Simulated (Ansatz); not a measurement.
A made-up structure of CH7AlSi, singlet:

```xyz
10
angstrom
Al -1.4298 0.7542 -0.7860
C 0.3512 -0.0312 -0.7047
Si 0.8747 -0.5522 1.0095
H -2.6939 -0.1753 -1.0268
H -1.6126 2.3199 -0.5992
H 1.7651 -1.6520 1.1282
H 1.0884 0.6920 -1.0712
H -0.0736 -1.5634 1.5558
H 0.8632 0.6173 1.9327
H 2.2407 -1.1437 1.0373
```

It is relaxed with PBE-D4/def2-SVP and then PBE0-D4/def2-TZVP (Ansatz 0.2.0). Atoms count as bonded within 1.22 times the sum of their covalent radii (H–H: 0.88 Å). The end point is not checked to be a true minimum.

(1) Does its bonding change? (Judge from chemistry; the calculation decides.)

## Answers

(1) The calculation gives: Yes. Formed: none; broken: Si3–H6, Si3–H10.

Where it ends: The first stage lowers the energy by 3.86 eV in 24 steps. It ends as a complex of CH₅AlSi ([AlH2][CH][SiH2]) + H₂:
Al1  (-1.486, 0.708, -1.052)
C2  (0.073, 1.122, -0.033)
Si3  (0.441, 0.163, 1.328)
H4  (-2.369, -0.527, -0.577)
H5  (-1.906, 1.553, -2.330)
H6  (2.185, -2.768, 0.973)
H7  (0.738, 1.946, -0.282)
H8  (-0.418, -0.972, 1.729)
H9  (1.603, 0.345, 2.233)
H10  (2.513, -2.305, 0.487)
(Å)

Labels in which every atom is bracketed show which atoms are joined, not bond orders.

For scale, one of the runs: PBE0-D4/def2-TZVP relaxation, 147 basis functions, launched by `ansatz run in.yaml --threads 2 --pin off --events-out ev --progress --plain --max-ram 4352MiB`. The run took about 58 s on 2 CPU threads of an Arm Neoverse V2 (shared host).
